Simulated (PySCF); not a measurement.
Gas-phase reaction: H2O + 2 C3H5 (allyl) → CH3OCH3 + C4H6 (butadiene)

Computed with PySCF and rigid-rotor harmonic-oscillator thermochemistry at 1 bar. The comparison is the NASA 1993 polynomial table, which mixes measured and estimated data. † marks an energy on the PBE0/def2-TZVP geometry and frequencies; other levels use their own. CCSD(T) freezes the core. Open shells (unrestricted): C3H5 (allyl) (multiplicity 2); the rest are closed-shell singlets. CCSD(T) isn't extrapolated to the basis-set limit. The table's entry may be an old estimate for C3H5 (allyl) (not checked at source). Warning, spin contamination: C3H5 (allyl) (CCSD(T)/def2-SVP†, HF/def2-TZVP†).

```csv
level,"ΔH°(298 K), kJ"
table,-170.3
BLYP/def2-TZVP†,-148.1
CCSD(T)/def2-SVP†,…
HF/def2-TZVP†,-44.3
PBE/def2-SVP,…
PBE/def2-TZVP†,-166.2
PBE0/def2-SVP†,…
r2SCAN/def2-TZVP†,…
ωB97X-V/def2-TZVP†,-182.8
```

Problem. What belongs in the gaps?

Solution. 
- CCSD(T)/def2-SVP†, ΔH°(298 K), kJ: -189.4
- PBE/def2-SVP, ΔH°(298 K), kJ: -199.6
- PBE0/def2-SVP†, ΔH°(298 K), kJ: -184.0
- r2SCAN/def2-TZVP†, ΔH°(298 K), kJ: -138.6
